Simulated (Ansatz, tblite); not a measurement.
# SiCl2H2 (SiH₂Cl₂): one state, many levels

Aim: run the singlet of SiCl2H2 (SiH₂Cl₂) at one geometry on many levels, and compare frontier levels, spin and run time.

Method: as each input shows; program: Ansatz 0.2.0, Gaussian basis.

Levels to be run: GFN1-xTB, GFN2-xTB, PBE-D4/def2-TZVP, r2SCAN-D4/def2-TZVP, HSE06-D4/def2-TZVP, ωB97M-V/def2-TZVP, B3LYP-D4/def2-TZVP, LC-ωPBE/def2-TZVP, B2PLYP/def2-TZVP, r2SCAN0-D4/def2-TZVP, revPBE-D4/def2-TZVP, PBE-D4/def2-SVP, PBE0-D4/def2-SVP, HF/6-31G, B3LYP-D4/6-31G, PBE0-D4/def2-TZVPD, PBE-D4/def2-TZVPD, r2SCAN-D4/def2-TZVPD, CCSD(T)/def2-TZVPP, MP2/def2-TZVP, RPA/def2-TZVP, CCSD(T)/def2-TZVPD.

**1. The geometry**

The singlet was relaxed beforehand with PBE-D4/def2-TZVP.

5 atoms, charge 0, spin multiplicity 1.

Bond lengths: Si1–Cl2 2.056 Å, Si1–Cl3 2.056 Å, Si1–H4 1.486 Å, Si1–H5 1.486 Å. Angles: Cl2–Si1–Cl3 110.3°, Cl2–Si1–H4 108.4°, Cl2–Si1–H5 108.4°, Cl3–Si1–H4 108.4°, Cl3–Si1–H5 108.4°, H4–Si1–H5 112.8°.

PBE0-D4/def2-TZVP was run before; its log isn't repeated, and its numbers join the tables.

**2. GFN1-xTB**

Tight binding, by tblite at 300 K electronic temperature and without a spin-polarisation term:

```python
tblite.interface.Calculator('GFN1-xTB', numbers, positions, charge=0, uhf=0).singlepoint()
```

Energy -315.3541 eV, HOMO -12.40 eV, LUMO -5.09 eV; 0.003 s.

**3. GFN2-xTB**

Tight binding, by tblite at 300 K electronic temperature and without a spin-polarisation term:

```python
tblite.interface.Calculator('GFN2-xTB', numbers, positions, charge=0, uhf=0).singlepoint()
```

Energy -324.9169 eV, HOMO -11.83 eV, LUMO -5.98 eV; 0.003 s.

**4. PBE-D4/def2-TZVP**

start.molden holds the orbitals of an earlier run on this state, given as this run's starting guess.

Contents of in.yaml:

```yaml
crystal:
  periodic: [false, false, false]
  atoms:
    - {symbol: Si, position_ang: [-0.115702, 0.000467, -0.080947]}
    - {symbol: Cl, position_ang: [-0.120259, -0.021427, 1.974798]}
    - {symbol: Cl, position_ang: [1.814041, 0.014635, -0.789809]}
    - {symbol: H, position_ang: [-0.793286, 1.240920, -0.538848]}
    - {symbol: H, position_ang: [-0.784784, -1.234585, -0.565194]}
basis:
  gaussian: {orbitals: def2-TZVP, initial_orbitals: start.molden}
hamiltonian: {xc: pbe, dispersion: d4}
scf: {omitted_lower_state_checks: [starts]}
output: {orbitals: {seedname: orbitals}}
```

On the command line:

```bash
ansatz run in.yaml --threads 4 --pin off --events-out ev --progress --plain --max-ram 3916MiB
```

Further steps of the session: r2SCAN-D4/def2-TZVP; HSE06-D4/def2-TZVP; ωB97M-V/def2-TZVP; B3LYP-D4/def2-TZVP; LC-ωPBE/def2-TZVP; B2PLYP/def2-TZVP; r2SCAN0-D4/def2-TZVP; revPBE-D4/def2-TZVP; PBE-D4/def2-SVP; PBE0-D4/def2-SVP; HF/6-31G; B3LYP-D4/6-31G; PBE0-D4/def2-TZVPD; PBE-D4/def2-TZVPD; r2SCAN-D4/def2-TZVPD; CCSD(T)/def2-TZVPP; MP2/def2-TZVP; RPA/def2-TZVP; CCSD(T)/def2-TZVPD.

Q: Predict the results of all the runs planned. Wanted: gap in def2-TZVP, named functionals, smallest and largest; correlation energy, CCSD(T)/def2-TZVPP; correlation energy, MP2/def2-TZVP; correlation energy, CCSD(T)/def2-TZVPD; binding an atom, CCSD(T)/def2-TZVPP; PBE0 total energy, smallest basis above largest.

**Answer**, as computed:

| quantity | value |
| --- | --- |
| gap in def2-TZVP, named functionals, smallest and largest | 6.72 eV (PBE-D4), 14.10 eV (LC-ωPBE) |
| correlation energy, CCSD(T)/def2-TZVPP | -15.45 eV |
| correlation energy, MP2/def2-TZVP | -13.22 eV |
| correlation energy, CCSD(T)/def2-TZVPD | -15.23 eV |
| binding an atom, CCSD(T)/def2-TZVPP | 2.988 eV |
| PBE0 total energy, smallest basis above largest | 11.61 eV (def2-SVP, def2-TZVPD) |

**Reading.** Orbital gaps of the named functionals in def2-TZVP span 6.72 eV (PBE-D4) to 14.10 eV (LC-ωPBE); exact exchange widens it. A small miss in a minimal or small basis is a cancelling of errors, not accuracy. The functionals in def2-TZVP miss CCSD(T)/def2-TZVPP by +0.023 (revPBE-D4) to +0.110 eV (ωB97M-V) an atom. CCSD(T)/def2-TZVPP isn't at the basis-set limit; small misses against it rank nothing.
